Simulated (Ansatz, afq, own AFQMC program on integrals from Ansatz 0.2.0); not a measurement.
AFQMC on a folder of integrals that Ansatz 0.2.0 wrote.

```yaml
crystal:
  periodic: [false, false, false]
  atoms:
    - {symbol: Ge, position_ang: [0.000000, 0.009227, 0.252245]}
    - {symbol: C, position_ang: [0.000000, -0.092669, -1.495242]}
    - {symbol: H, position_ang: [0.000000, 1.336281, 1.011005]}
    - {symbol: H, position_ang: [0.000000, -1.253031, 1.102338]}
    - {symbol: H, position_ang: [0.000000, 0.356035, -2.474658]}
basis:
  gaussian: {orbitals: cc-pVDZ}
magnetization: {spin_polarized: false, initial_magnetization: 1}
correlation: {method: ccsd_t, electrons: outside_noble_gas, hamiltonian_folder: ham}
```

```sh
$ ansatz run in.yaml --threads 1 --pin off --events-out ev --progress --plain --max-ram 1382MiB
```

Options of the walk:

```
--method phaseless --trial hf --walkers 120 --populations 1 --least-time 40 --time-step 0.005 --steps-per-block 20 --equilibration-blocks 112 --max-blocks 600 --target-error 0.0012000 --factor-cut 1e-05 --start spin_pure --seed 5739 --taylor-order 6
```

Times are imaginary, in 1/Eh. The walk had a cap of 1706 s. Filled inner d shells are frozen with the cores.

```
orbitals 41  electrons 6 5  factors 336 of 590
reference energy -2114.80641489 Eh
CCSD correlation -0.24677166 Eh in 15 cycles, weight of the determinant in the CISD state 0.8491
energy of the start -2114.806417 Eh
 block  time / (1/Eh)  mean weight  energy / Eh
     1     0.100  1.0007  -2114.852278
     2     0.200  1.0013  -2114.887126
     3     0.300  1.0020  -2114.907607
     4     0.400  1.0000  -2114.925371
     5     0.500  1.0020  -2114.942015
     7     0.700  1.0004  -2114.973688
     9     0.900  1.0009  -2115.010680
    18     1.800  0.9992  -2115.028304
    52     5.200  1.0007  -2115.071198
    86     8.600  0.9992  -2115.040180
   120    12.000  1.0012  -2115.059755
   154    15.400  1.0018  -2115.057436
   188    18.800  1.0011  -2115.060926
   222    22.200  1.0021  -2115.083338
   256    25.600  0.9987  -2115.061552
   290    29.000  1.0008  -2115.048501
   324    32.400  0.9989  -2115.033355
   358    35.800  0.9990  -2115.082022
   392    39.200  1.0002  -2115.108882
   426    42.600  0.9982  -2115.089124
   460    46.000  0.9999  -2115.067952
   494    49.400  0.9995  -2115.076023
   528    52.800  0.9987  -2115.029242
   562    56.200  1.0019  -2115.048279
   596    59.600  0.9990  -2115.072097
   630    63.000  1.0003  -2115.059313
   664    66.400  1.0009  -2115.070875
   698    69.800  1.0021  -2115.072704
blocks merged  error / Eh  count
     1  0.000818  600
     2  0.001086  300
     4  0.001438  150
     8  0.001805  75
    16  0.002165  37
    32  0.002236  18
    64  0.002513  9
energy -2115.063586 +/- 0.002236 Eh
(rows thinned)
```

(1) Estimate how long the walk took on 1 thread of Arm Neoverse V2, with other jobs on the host.

The run passed its tests (sampling time, drift between the halves within three errors, error under three times the target), which doesn't prove that it has relaxed.

Against this walk (error 60.8 meV) on the same determinant: CCSD(T) 34.1 meV higher (within the noise), a separate phaseless walk with a CISD trial and standard settings 21.1 ± 62.2 meV higher (within the noise). The error is statistical and leaves out the bias of the constraint. None of these is a sure reference here.

Cautions: constraint bias not in the error; error above the target (60.8 against 32.7 meV); no relativity below Rb; no spin-orbit coupling; inner d shell frozen; higher spins were not checked; a spin-contaminated unrestricted determinant lies lower (UHF 512 meV lower, ⟨S²⟩ 1.28).

Answers

(1) 4.8 min of wall time.

A walk keeps the symmetry of its determinant, which the program's search chose and which needn't be the lowest solution, so a lower state of the same spin and another symmetry isn't excluded.
